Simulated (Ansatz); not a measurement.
fcc Pd

Computed with PBE (Ansatz, a quantum-chemistry and plane-wave program, plane waves, PAW).

Numerical settings: plane-wave cutoff 520 eV, 18×18×18 k mesh, Fermi–Dirac smearing 0.1 eV, perturbation theory, force constants from a 6×6×6 q mesh, scalar-relativistic PAW data made under PBE.

Cell: relaxed at this level.

* **zero-point energy**: 0.026 eV/atom
